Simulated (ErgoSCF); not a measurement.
**[NO2]+ (SMILES O=[N+]=O): levels of theory compared**

Aim: a comparison of 5 runs (HF/STO-3G, HF/def2-SVP, HF/6-311G**, PBE0/def2-SVP, B3LYP/def2-TZVP) of [NO2]+. 

Program for the calculation: ErgoSCF 3.8.

1 further run of the same task is left out (it didn't finish).

## Step 1: Starting point

The species is [NO2]+ (3 atoms), meant as a singlet with charge +1. SMILES: `O=[N+]=O`. Geometry: relaxed at GFN2-xTB.

Bond lengths: O1–N2 1.091 Å, N2–O3 1.091 Å. Angles: O1–N2–O3 180.0°.

## Step 2: The energy at HF/STO-3G (run 1)

File run.inp:

```
set_nthreads("env")
basis = "STO-3G"
scf.max_number_of_iterations = 120
tmpdir = "."
scf.use_diagonalization = 1
scf.output_mulliken_pop = 1
charge = 1
molecule_inline
O     -1.06429375     1.72189955    -0.38928358
N     -0.00001890    -0.00001890     0.00000000
O      1.06431265    -1.72188065     0.38928358
EOF
run "HF"
```

The basis set STO-3G is read from a file made from the Basis Set Exchange's data (not shown).

Launch:

```
ergo < run.inp
```

The program printed:

```text
[...]
INSC SCF_general constructor, number of basis functions: 15
[...]
INSC Energy   1 =       -175.84160488902
[...]
INDE E_LUMO =         -0.20948331679
[...]
INSC Energy  10 =       -200.90314107694  ( diff     -0.000000000001421 )
[...]
RESC CONVERGED after  10 iterations.
RESC FINAL ENERGY:       -200.90314107694
[...]
INSC SCF: dipole_moment_x [atomic units] =      -0.00000574
INSC SCF: dipole_moment_y [atomic units] =      -0.00001692
INSC SCF: dipole_moment_z [atomic units] =       0.00000156
[...]
```

Run time: 0.56 s. Hardware: 1 thread of Arm Neoverse V2, shared host; peak memory 0.26 GiB.

## Step 3: A single-point energy at HF/def2-SVP (run 2)

File ergo.in:

```
# NO2, HF
set_nthreads(1)
molecule_inline Angstrom
O  -0.563200 0.911190 -0.206000
N  -0.000010 -0.000010 0.000000
O  0.563210 -0.911180 0.206000
EOF
tmpdir = "."
scf.max_number_of_iterations = 120
charge = 1
basis = "def2-SVP"
scf.output_mulliken_pop = 1
scf.use_diagonalization = 1
run "HF"
```

The basis set def2-SVP is read from a file made from the Basis Set Exchange's data (not shown).

Launch:

```
ergo ergo.in
```

The program printed:

```text
[...]
INSC SCF_general constructor, number of basis functions: 42
[...]
INSC Energy   1 =        -91.60351763369
[...]
INDE E_LUMO =         -0.21915740513
[...]
INSC Energy  11 =       -203.51590233359  ( diff     -0.000000000056843 )
[...]
RESC CONVERGED after  11 iterations.
RESC FINAL ENERGY:       -203.51590233359
[...]
INSC SCF: dipole_moment_x [atomic units] =      -0.00000241
INSC SCF: dipole_moment_y [atomic units] =      -0.00003433
INSC SCF: dipole_moment_z [atomic units] =       0.00000446
[...]
```

It took 2.5 s on 1 thread of Arm Neoverse V2, shared host; peak memory 0.26 GiB.

Run 3 isn't shown in full; the table further down has it.

## Step 4: The energy at PBE0/def2-SVP (run 4)

File mol.xyz:

```xyz
3

O     -0.563200     0.911190    -0.206000
N     -0.000010    -0.000010     0.000000
O      0.563210    -0.911180     0.206000
```

File run.inp:

```
set_nthreads("env")
charge = 1
scf.use_diagonalization = 1
scf.max_number_of_iterations = 120
tmpdir = "."
basis = "def2-SVP"
XC.radint = 1e-11
XC.angint = 41
scf.output_mulliken_pop = 1
XC.sparse_mode = 0
molecule "mol.xyz"
run "PBE0"
```

The basis set def2-SVP is read from a file made from the Basis Set Exchange's data (not shown).

Launch:

```
ergo run.inp
```

The program printed:

```text
[...]
INDF Weighted mixed functional:
[...]
INSC Energy   1 =        -96.92289288225
[...]
INDE E_LUMO =         -0.39064131441
[...]
INSC Energy  12 =       -204.35086032571  ( diff     -0.000000000006253 )
[...]
RESC CONVERGED after  12 iterations.
RESC FINAL ENERGY:       -204.35086032571
[...]
INSC SCF: dipole_moment_x [atomic units] =      -0.00000185
INSC SCF: dipole_moment_y [atomic units] =      -0.00002308
INSC SCF: dipole_moment_z [atomic units] =       0.00000297
[...]
```

Wall time 3.6 s (1 thread of Arm Neoverse V2, shared host); peak memory 0.26 GiB.

## Step 5: The energy at B3LYP/def2-TZVP (run 5)

File geom.xyz:

```xyz
3

O     -0.563200     0.911190    -0.206000
N     -0.000010    -0.000010     0.000000
O      0.563210    -0.911180     0.206000
```

File job.ego:

```
set_nthreads(1)
molecule "geom.xyz"
scf.max_number_of_iterations = 120
scf.output_mulliken_pop = 1
XC.radint = 1e-11
charge = 1
XC.sparse_mode = 0
XC.angint = 41
basis = "def2-TZVP"
scf.use_diagonalization = 1
tmpdir = "."
run "B3LYP-G"
```

The basis set def2-TZVP is read from a file made from the Basis Set Exchange's data (not shown).

Launch:

```
ergo job.ego
```

The program printed:

```text
[...]
INDF Weighted mixed functional:
[...]
INSC Energy   1 =        -55.76780797895
[...]
INDE E_LUMO =         -0.39608237844
[...]
INSC Energy  13 =       -204.80560970280  ( diff     -0.000000000000057 )
[...]
RESC CONVERGED after  13 iterations.
RESC FINAL ENERGY:       -204.80560970280
[...]
INSC SCF: dipole_moment_x [atomic units] =      -0.00000086
INSC SCF: dipole_moment_y [atomic units] =      -0.00002171
INSC SCF: dipole_moment_z [atomic units] =       0.00000291
[...]
```

Run time: 49 s. Hardware: 1 thread of Arm Neoverse V2, shared host; peak memory 0.26 GiB.

## Step 6: Overview of the runs

| run | level | integration grid | radint | energy (Eh) | wall time |
| --- | --- | --- | --- | --- | --- |
| 1 | HF/STO-3G | – | – | -200.903141 | 0.56 s |
| 2 | HF/def2-SVP | – | – | -203.515902 | 2.5 s |
| 3 | HF/6-311G** | – | – | -203.737352 | 4.2 s |
| 4 | PBE0/def2-SVP | Turbo | 1e-11 | -204.350860 | 3.6 s |
| 5 | B3LYP/def2-TZVP | Turbo | 1e-11 | -204.805610 | 49 s |

## Step 7: Results

```
           quantity          value
run 5: total energy  -204.80561 Eh
```

In words: Totals of different functionals can't be ranked against each other. In run 1 the basis is minimal, so the values are rough. All runs together took 59 s, the longest 49 s.
